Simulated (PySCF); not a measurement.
From one molecule to another.

First species: BH₈NSi₂.
SMILES: `[SiH3]N([SiH3])B`

Second species: nitrosyl fluoride, FNO.
Numbering: `[O:1]=[N:2][F:3]`

Structure used (PBE0-D3(BJ)/def2-SVP), in Å, numbered top down from 1:
```
atom  x, y, z in Å
O1    -0.3978    0.8989   -0.2890
N2     0.4547    0.1757   -0.0853
F3    -0.0553   -1.1085    0.3556
```

Levels: wB97X-D/def2-SVPD for dipole moment, HOMO energy, LUMO energy, HOMO–LUMO gap, static isotropic polarisability and electronic spatial extent ⟨r²⟩ about the centre of nuclear charge; TDDFT wB97X-D/def2-SVPD for lowest singlet excitation; PBE0-D3(BJ)/def2-SVP for rotational constant A and rotational constant C. Geometries: PBE0-D3(BJ)/def2-SVP. Each species is one conformer at its optimised geometry, gas phase, non-relativistic unless stated. Electronic properties by PySCF.

| property | column X | column Y |
| --- | --- | --- |
| dipole moment | 0.84 D | 1.15 D |
| HOMO energy | -10.32 eV | -11.89 eV |
| LUMO energy | 1.45 eV | -1.50 eV |
| HOMO–LUMO gap | 11.77 eV | 10.39 eV |
| lowest singlet excitation | 6.55 eV | 4.02 eV |
| static isotropic polarisability | 76.1 au | 16.1 au |
| electronic spatial extent ⟨r²⟩ about the centre of nuclear charge | 605 bohr² | 114 bohr² |
| rotational constant A | 6.469 GHz | 99.265 GHz |
| rotational constant C | 2.199 GHz | 11.078 GHz |

Which column belongs to which species?

Column X is the first species and column Y the second. The first has 12 atoms and 48 electrons, the second 3 and 24.

How does each property change from the first species to the second?

dipole moment +0.31 D; HOMO energy -1.57 eV; LUMO energy -2.95 eV; HOMO–LUMO gap -1.38 eV; lowest singlet excitation -2.53 eV; static isotropic polarisability -60.0 au; electronic spatial extent ⟨r²⟩ about the centre of nuclear charge -491 bohr²; rotational constant A +92.796 GHz; rotational constant C +8.879 GHz.

On the first: The polarisability is 11.28 Å³ as a volume (1 au = 0.148185 Å³), or 1.59 au for each of the 48 electrons. No computed singlet falls in the visible range (750 to 380 nm, 1.65 to 3.26 eV); S1 lies 3.29 eV above its blue end.

On the second: No computed singlet falls in the visible range (750 to 380 nm, 1.65 to 3.26 eV); S1 lies 0.76 eV above its blue end.
